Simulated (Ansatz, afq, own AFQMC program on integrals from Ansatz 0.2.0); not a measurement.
**Breaking Au2–O3 in AuCH5O, singlet**

```tsv
atom	x (Å)	y (Å)	z (Å)
C	-1.0541	1.2953	-0.6533
Au	0.1942	-0.1511	-0.0408
O	1.5957	-1.7768	0.6515
H	-2.0662	0.8857	-0.7986
H	-0.6997	1.7167	-1.6074
H	-1.1011	2.1003	0.0970
H	1.0922	-2.5666	0.8868
H	2.0391	-1.5035	1.4647
```

Products: AuCH3 (singlet; CH3–Au) and H$_{2}$O (singlet), each relaxed with PBE0/def2-SVP like the molecule; electronic energies without zero-point terms. Determinants: RHF, RHF and RHF in that order.

Basis def2-TZVP with its core potentials. Only valence electrons are correlated. Ansatz 0.2.0 and our own AFQMC program on the same integrals; the CISD trial comes from CCSD amplitudes, and released means the phaseless constraint is let go. Uncertainties: one standard error, sampling alone. No spin–orbit coupling. The metal's outer-core s and p shells are frozen, which shifts wave-function levels against functionals. The errors of all members are added in quadrature.

No full CI on the walks' own integrals is used here. The released AFQMC energy serves as the reference, which it does only where one determinant dominates, the energy is flat over the last release times and near the phaseless one (40 meV or 2 meV an electron, half that with transition metals). On small molecules, where full CI could be run and the noise was under 10 meV, such values lay within 10 meV of it in 19 cases of 20, a flattering rate, since the rule was set on those same cases; what remains of the bias isn't in the error bar. Each member takes its own surest rung, up to full CI.

The best estimate is CCSD(T) at the basis-set limit (CBS: def2-TZVPP and def2-QZVPP, with their diffuse functions for anions and beside diffuse sets, CCSD(T) itself extrapolated) plus the step from CCSD(T) to AFQMC with the constraint released in def2-TZVP. Rows without CBS are in def2-TZVP; B2PLYP and the wave-function rows carry a basis error of their own. Core correlation and relativity beyond core potentials are missing, and ± holds the sampling alone.

Cautions: no spin-orbit coupling; outer-core shells of the metal frozen; AuCH₅O (singlet): the released value is read at 1.20 1/Eh with a noise of 21 meV, more than in the cases checked (meV from the phaseless value at times in 1/Eh: -7 ± 9 at 0.24, -1 ± 14 at 0.48, -4 ± 14 at 0.80, 7 ± 21 at 1.20), released reference can be 30 meV off for metals.

Best estimate: 16.6 ± 0.5 kcal/mol.

```json
{"level": "HF", "bond energy (kcal/mol)": "12.2", "error against the best estimate (kcal/mol)": "-4.4 ± 0.5"}
{"level": "MP2", "bond energy (kcal/mol)": "17.2", "error against the best estimate (kcal/mol)": "0.6 ± 0.5"}
{"level": "CCSD", "bond energy (kcal/mol)": "15.6", "error against the best estimate (kcal/mol)": "-1.0 ± 0.5"}
{"level": "CCSD(T)", "bond energy (kcal/mol)": "16.1", "error against the best estimate (kcal/mol)": "-0.5 ± 0.5"}
{"level": "ph-AFQMC/CISD", "bond energy (kcal/mol)": "16.3 ± 0.3", "error against the best estimate (kcal/mol)": "-0.4 ± 0.6"}
{"level": "released AFQMC", "bond energy (kcal/mol)": "16.3 ± 0.5", "error against the best estimate (kcal/mol)": "-0.3"}
{"level": "HF/CBS", "bond energy (kcal/mol)": "11.6", "error against the best estimate (kcal/mol)": "-5.1 ± 0.5"}
{"level": "MP2/CBS", "bond energy (kcal/mol)": "17.5", "error against the best estimate (kcal/mol)": "0.9 ± 0.5"}
{"level": "CCSD(T)/CBS", "bond energy (kcal/mol)": "16.7", "error against the best estimate (kcal/mol)": "0.0 ± 0.5"}
{"level": "PBE", "bond energy (kcal/mol)": "16.5", "error against the best estimate (kcal/mol)": "-0.2 ± 0.5"}
{"level": "r2SCAN", "bond energy (kcal/mol)": "18.7", "error against the best estimate (kcal/mol)": "2.1 ± 0.5"}
{"level": "PBE0", "bond energy (kcal/mol)": "16.8", "error against the best estimate (kcal/mol)": "0.2 ± 0.5"}
{"level": "B3LYP", "bond energy (kcal/mol)": "14.6", "error against the best estimate (kcal/mol)": "-2.0 ± 0.5"}
{"level": "wB97M-V", "bond energy (kcal/mol)": "18.8", "error against the best estimate (kcal/mol)": "2.2 ± 0.5"}
{"level": "B2PLYP", "bond energy (kcal/mol)": "15.7", "error against the best estimate (kcal/mol)": "-0.9 ± 0.5"}
```

Correlation beyond CCSD(T) changes it by less than twice the noise. Going to the basis-set limit adds 0.5 kcal/mol at CCSD(T). The perturbative (T) step is worth +0.5 kcal/mol.

Best estimates are given only where the step beyond CCSD(T) is under 0.3 eV and no member's determinant is very poor (T1 over 0.05, or 0.07 for open shells, ⟨S²⟩ too high by 0.3, two states mixed), so the hardest cases are missing from such tables.

The functionals ran in a triple-zeta set and keep a basis error of their own, a few kJ/mol for each bond in atomization energies and more for double hybrids, so close places among them and the extrapolated levels can swap.

Each member of a difference takes its own highest rung, so a best estimate needn't equal the limit plus the step of one row. A walk keeps the symmetry of its determinant, which the program's search chose and which needn't be the lowest solution, so a lower state of the same spin and another symmetry isn't excluded. Released energies are given only where the last usable release times agree within the noise; a slower fall can still hide under it. The exponents were fitted on light atoms, and def2 sets of heavy atoms don't grow evenly, so the limit is rough here.
